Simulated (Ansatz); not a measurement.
# CF− (triplet): the correlation ladder, aug-cc-pVDZ

The task here is to estimate one member of a computed series from the others.

The runs use Ansatz 0.2.0, Gaussian basis; aug-cc-pVDZ, core rule «outside noble gas», up to 2 orbitals frozen.

The runs, in order: UHF; CCSD(T) on ROHF; CCSD(T) on UHF; BCCD(T) on ROHF; CISD; CCSDT(Q) on ROHF; CCSDT(Q) on UHF; CASSCF and MRCISD+Q, 12 electrons in 8 orbitals; CASSCF and NEVPT2, 12 electrons in 8 orbitals.

11 further runs of the same task are left out: 4 that didn't finish, 7 set aside as unsound or not needed.

## What is computed

The geometry is a PBE0/def2-TZVPD stationary point (not a proven minimum) of the parent state, kept for this charge and spin.

2 atoms, charge -1, spin multiplicity 3.

Atoms are counted from 1 here; the program's logs count them from 0.

Bond lengths: C1–F2 1.399 Å.

Set-up of the first run:

in.yaml reads:

```yaml
crystal:
  periodic: [false, false, false]
  atoms:
    - {symbol: C, position_ang: [0.000000, 0.000000, 0.000000]}
    - {symbol: F, position_ang: [0.000000, 0.000000, 1.399100]}
basis:
  gaussian: {orbitals: aug-cc-pVDZ}
total_charge: -1
magnetization: {spin_polarized: true, initial_magnetization: 2}
hamiltonian: {xc: hf}
output: {orbitals: {seedname: orbitals}}
```

Command:

```bash
ansatz run in.yaml --threads 1 --pin off --events-out ev --progress --plain --max-ram 2393MiB
```

Steps of the session up to this table: UHF; CCSD(T) on ROHF; CCSD(T) on UHF; BCCD(T) on ROHF; CISD; CCSDT(Q) on ROHF; CCSDT(Q) on UHF; CASSCF and MRCISD+Q, 12 electrons in 8 orbitals; CASSCF and NEVPT2, 12 electrons in 8 orbitals.

One of the session's tables, all rows but one given; the rest of the session is left out.

| method | from UCCSDT(Q) (meV) |
| --- | --- |
| ROHF | +9262.0 |
| UHF | +9062.0 |
| RMP2 | +747.5 |
| UMP2 | +770.1 |
| CISD | +944.1 |
| RCCSD | +317.0 |
| UCCSD | +314.1 |
| RCCSD(T) | +43.5 |
| UCCSD(T) | +45.1 |
| BCCD(T) | +39.3 |
| RCCSDT | +17.4 |
| UCCSDT | +16.8 |
| RCCSDT(Q) | ? |
| UCCSDT(Q) | 0 |
| CASSCF valence | +8344.4 |
| NEVPT2 valence | +1465.9 |
| MRCISD valence | +787.6 |
| MRCISD+Q valence | +155.0 |

Estimate the missing values for RCCSDT(Q).

**Answer.** from UCCSDT(Q) (meV): +5.7. In the column «from UCCSDT(Q) (meV)» it lies between UCCSDT(Q) (0) and UCCSDT (+16.8).

Among the levels timed on like hardware and quicker than the yardstick, those that no quicker one beats, quickest first: NEVPT2 valence (0.84 s, +1465.9 meV); MRCISD+Q valence (2 s, +155.0 meV); BCCD(T) (3.5 s, +39.3 meV).

Limits of these values: Of the multireference levels listed MRCISD+Q valence comes nearest in total energy (+155.0 meV), which doesn't show that its space is the better one. Restricted and unrestricted rows rest on different reference determinants; where their highest levels disagree by more than a few hundredths of an eV, they describe different states and don't form one ladder.
